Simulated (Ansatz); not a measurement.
For graphite, LDA in Ansatz (plane waves, PAW) gives:

| Item | Value |
|---|---|
| lattice constant a | 2.445 Å |
| c axis length | 6.653 Å |
| bulk modulus | 28.1 GPa |
| cohesive energy | 8.94 eV/atom |
| elastic constant C11 | 1096 GPa |
| elastic constant C44 | 4.32 GPa |
| Voigt–Reuss–Hill shear modulus | 117 GPa |

Problem. What does r²SCAN in Ansatz (PAW) give for the same quantities?

Solution. 
- lattice constant a: 2.456 Å (increases by 0.4 %)
- lattice parameter c: 7.061 Å (grows by 6.1 %)
- bulk modulus: 20.5 GPa (decreases by 27 %)
- cohesive energy: 7.61 eV/atom (shrinks by 1.33 eV/atom)
- elastic constant C11: 1046 GPa (shrinks by 4.6 %)
- elastic constant C44: 2.54 GPa (shrinks by 41 %)
- Voigt–Reuss–Hill shear modulus: 111 GPa (falls by 5.1 %)

For comparison: lattice constant a 2.461 Å (measured, 300 K, not corrected to a static lattice, our sources range from 2.456 to 2.461; as tabulated in Wikipedia's data pages); lattice parameter c 6.67 Å (measured, low temperature, zero-point motion not removed; as tabulated in Berland et al. (2010), arXiv:1007.3305); bulk modulus 33.8 ± 0.3 GPa (measured, room temperature, no zero-point or thermal correction, our sources range from 33.8 to 35.8; as tabulated in Ouyang et al. (2019), arXiv:1912.06187); cohesive energy 7.37 eV/atom (measured, 0 K, zero-point energy not removed (0.166 eV/atom by the caption); as tabulated in Shin et al. (2014), arXiv:1401.0105); elastic constant C11 1109 ± 16 GPa (measured, temperature not stated, not corrected to a static lattice; as tabulated in Savini et al. (2010), arXiv:1008.3639); elastic constant C44 5 ± 3 GPa (measured, temperature not stated, no zero-point or thermal correction, our sources range from 4.00 to 5.05; as tabulated in Savini et al. (2010), arXiv:1008.3639).

Changes are worked out from the printed values.

Unless a cell is named, each level is at its own relaxed cell (LDA 8.61, r²SCAN 9.22 Å³/atom).

Caveats: LDA has no dispersion term either, though it tends to give short spacings of layers, chains or molecules (LDA); the cell comes from a level without a dispersion term, which matters for the spacing of layers, chains or molecules (r²SCAN). Ansatz's density-functional and Hartree–Fock values are scalar-relativistic unless marked +SOC, with PAW data made under PBE.

Ansatz is a first-principles code.
